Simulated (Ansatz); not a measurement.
# CAlN: the cost of one run

Program: Ansatz 0.2.0, Gaussian basis. Level of theory: def2-QZVPP, all electrons in the functionals, frozen cores in the correlation of double hybrids and RPA. These are calculated values, not measurements.

To be run: wB97M-V, B2PLYP, at charge 0, triplet; charge 0, singlet; charge 0, quintet; charge 1, doublet; charge 1, quartet.

2 further runs of the same task are left out: 2 set aside as unsound or not needed.

### 1 What is computed

The geometry is a PBE0/def2-TZVP stationary point (not a proven minimum).

3 atoms, charge 0, spin multiplicity 3.

Atoms are counted from 1 here; the program's logs count them from 0.

Bond lengths: C1–Al2 1.902 Å, Al2–N3 1.738 Å. Angles: C1–Al2–N3 180.0°.

No dispersion term is added; wB97M-V holds VV10 nonlocal correlation.

The geometry shown and the zero of energy belong to the point charge 0, triplet. The yardstick, UCCSD(T), and other wave-function levels (R restricted, U unrestricted, valence and pair active spaces) come from earlier runs.

### 2 wB97M-V, charge 0, triplet

Contents of in.yaml:

```yaml
crystal:
  periodic: [false, false, false]
  atoms:
    - {symbol: C, position_ang: [0.000000, 0.000000, 1.847367]}
    - {symbol: Al, position_ang: [0.000000, 0.000000, -0.054933]}
    - {symbol: N, position_ang: [0.000000, 0.000000, -1.792433]}
basis:
  gaussian: {orbitals: "def2-QZVPP.json"}
magnetization: {spin_polarized: true, initial_magnetization: 2}
hamiltonian: {xc: {name: wB97M-V}}
output: {orbitals: {seedname: orbitals}}
```

Launch:

```
> ansatz run in.yaml --threads 1 --pin off --events-out ev --progress --plain --max-ram 2393MiB
```

What time and memory should one allow on 1 thread of Arm Neoverse V2, shared host?

About 1.9 min, with a peak of 0.61 GiB.
